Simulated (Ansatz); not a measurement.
`BN`, relaxed with RKS PBE-D4/def2-SVP in the Gaussian-basis code of Ansatz from a rough embedded geometry. The force threshold is 0.03 eV/Å; the program also tests the step.

Charge 0, multiplicity 1.

Start:

```xyz
6

B    -0.013   -0.714    0.064
N     0.076    0.765   -0.425
H    -0.237   -0.977    1.094
H     0.174   -1.512   -0.730
H     0.830    1.207    0.171
H    -0.831    1.230   -0.174
```

**Question.** By how much does the energy fall, and how many steps does the optimiser take? (Estimate.)

**Answer.** Computed: 187.17 kJ/mol, in 10 steps.

**Question.** Which bonds change most? (Estimate.)

**Answer.** The calculation gave: B1–N2 from 1.561 to 1.395 Å; B1–H3 from 1.086 to 1.218 Å; B1–H4 from 1.141 to 1.218 Å; N2–H5 from 1.057 to 1.021 Å.

**Question.** Give the relaxed structure. (An estimate is asked.)

**Answer.** Ansatz gave: 
```xyz
6

B    -0.043   -0.681    0.089
N     0.044    0.700   -0.091
H    -0.884   -1.124    0.850
H     0.724   -1.405   -0.520
H     0.722    1.143   -0.712
H    -0.563    1.368    0.385
```
